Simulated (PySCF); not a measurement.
# C3H6S (Thietane): the cost of one run

Computed with PySCF 2.14.0, with density-fitted response routines of our own, on a single molecule in the gas phase. Atoms are numbered from 0 throughout.

## 1. The molecule as given

10 atoms, charge 0, multiplicity 1; geometry from: MMFF94s. The atoms were then displaced at random by about 0.03 Å, so the start is not that level's minimum.

Bonds of the start (Å): C0–C1 1.46, C1–S2 1.84, S2–C3 1.73, C3–C0 1.48, C0–H4 1.16, C0–H5 1.09, C1–H6 1.12, C1–H7 1.13, C3–H8 1.18, C3–H9 1.18.

## 2. Geometry optimisation at PBE0-D3(BJ)/def2-SVP

The job: settings as JSON, then the geometry in Å.

```
{"job": {"xc": "PBE0", "basis": "def2-SVP", "d3": "d3bj", "grid": 1, "shake": 0.03, "kind": "geom"}, "charge": 0, "multiplicity": 1}
C     -0.026430     0.301480    -0.624490
C      1.131160    -0.139220     0.140520
S      0.085650    -1.511190     0.770810
C     -0.972370    -0.197690     0.395150
H     -0.149080     1.444820    -0.792220
H     -0.199890    -0.054540    -1.642860
H      2.027190    -0.418080    -0.477070
H      1.544280     0.579280     0.908400
H     -1.286860     0.480480     1.305500
H     -2.028990    -0.562080     0.020670
```

Started as:

```sh
$ OMP_NUM_THREADS=1 python probes_run.py task.json out
```

This one command runs all jobs of the session in turn.

Q: Estimate the wall time and peak memory of this first job on 1 thread of Arm Neoverse V1, shared host.

About 23 s, with a peak of 0.38 GiB.
